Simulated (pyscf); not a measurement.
Thermochemistry of product channels of F–W(F)(F)–F [singlet] + NH₃ on the singlet surface, in eV, from ωB97M-D3(BJ)/def2-TZVP energies (ideal gas, 1 atm, RRHO with modes under 100 cm⁻¹ raised to 100, one conformer, R ln 2 for chiral ones without a mode under 150 cm⁻¹). PySCF, gas phase, ωB97X-D3(BJ)/def2-SVP geometries.

| products | ΔE | ΔH(298 K) | ΔG(298 K) | ΔG(900 K) |
|---|---|---|---|---|
| H₂N–WH(F)(F)(F)–F | -0.75 | -0.75 | -0.27 | ? |
| HN=W(F)(F)(F)–F + H₂ | ? | -1.14 | -0.99 | -0.78 |

### Question
What belongs in the gaps?

### Answer

- H₂N–WH(F)(F)(F)–F, ΔG(900 K): +0.67
- HN=W(F)(F)(F)–F + H₂, ΔE: -0.90

The channel to H₂N–WH(F)(F)(F)–F turns unfavourable between 298 and 1200 K (ΔG from -0.27 eV to +1.11 eV).

These are energies of the channels, which say nothing of barriers. Elements past Kr carry the def2 core potentials, without spin-orbit coupling.
